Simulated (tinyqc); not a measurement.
Inside a calculation. Method: CIS and TDHF on RHF in the sto-3g basis, frozen core, for H2O, spin multiplicity 1. One step of it, computed by the program tinyqc.

Problem. CIS matrix, triplets. A(ia,jb) = (e_a - e_i) d_ij d_ab - (ij|ab).

orbital energies (hartree): [-20.276285, -1.211598, -0.523850, -0.456085, -0.393714, 0.479018, 0.545907]

Two-electron integrals over orbitals (pq|rs), unique and non-zero (hartree); the lowest 1 orbital is frozen and left out:
```
(22|22) 0.725539    (32|32) 0.129408    (33|22) 0.620228    (33|33) 0.597434
(42|22) -0.025779   (42|33) 0.002192    (42|42) 0.129113    (43|32) 0.025120
(43|43) 0.057479    (44|22) 0.651442    (44|33) 0.565688    (44|42) -0.088364
(44|44) 0.682273    (52|52) 0.150451    (53|53) 0.027016    (54|52) -0.045848
(54|54) 0.047972    (55|22) 0.754763    (55|33) 0.606838    (55|42) -0.084159
(55|44) 0.678770    (55|55) 0.880159    (62|22) 0.131147    (62|33) 0.070311
(62|42) 0.032630    (62|44) 0.055346    (62|55) 0.138126    (62|62) 0.096329
(63|32) -0.029234   (63|43) -0.035297   (63|63) 0.067622    (64|22) 0.129990
(64|33) 0.052891    (64|42) -0.059978   (64|44) 0.131700    (64|55) 0.156012
(64|62) 0.055625    (64|64) 0.106505    (65|52) 0.048997    (65|54) 0.006397
(65|65) 0.034483    (66|22) 0.603832    (66|33) 0.554397    (66|42) 0.042804
(66|44) 0.551439    (66|55) 0.588153    (66|62) 0.096690    (66|64) 0.057648
(66|66) 0.590950    (72|32) 0.053488    (72|43) -0.033210   (72|63) 0.030545
(72|72) 0.066776    (73|22) 0.161550    (73|33) 0.090245    (73|42) -0.083682
(73|44) 0.132085    (73|55) 0.201990    (73|62) 0.065670    (73|64) 0.108115
(73|66) 0.047496    (73|73) 0.164136    (74|32) -0.074615   (74|43) -0.016527
(74|63) 0.053280    (74|72) -0.015216   (74|74) 0.074666    (75|53) 0.023752
(75|75) 0.023994    (76|32) 0.080907    (76|43) 0.062304    (76|63) -0.058565
(76|72) -0.007410   (76|74) -0.062276   (76|76) 0.107843    (77|22) 0.600954
(77|33) 0.580827    (77|42) -0.013617   (77|44) 0.568258    (77|55) 0.598115
(77|62) 0.057904    (77|64) 0.047133    (77|66) 0.552263    (77|73) 0.084127
(77|77) 0.587541
```

Give: CIS matrix A, triplet.

Solution.

CIS matrix A, triplet (hartree), order 2>6, 2>7, 3>6, 3>7, 4>6, 4>7, 5>6, 5>7:
```
[[1.0868, 0.0000, 0.0000, -0.0809, -0.0428, 0.0000, 0.0000, 0.0000],
 [0.0000, 1.1566, -0.0809, 0.0000, 0.0000, 0.0136, 0.0000, 0.0000],
 [0.0000, -0.0809, 0.4485, 0.0000, 0.0000, -0.0623, 0.0000, 0.0000],
 [-0.0809, 0.0000, 0.0000, 0.4889, -0.0623, 0.0000, 0.0000, 0.0000],
 [-0.0428, 0.0000, 0.0000, -0.0623, 0.3837, 0.0000, 0.0000, 0.0000],
 [0.0000, 0.0136, -0.0623, 0.0000, 0.0000, 0.4337, 0.0000, 0.0000],
 [0.0000, 0.0000, 0.0000, 0.0000, 0.0000, 0.0000, 0.2846, 0.0000],
 [0.0000, 0.0000, 0.0000, 0.0000, 0.0000, 0.0000, 0.0000, 0.3415]]
```
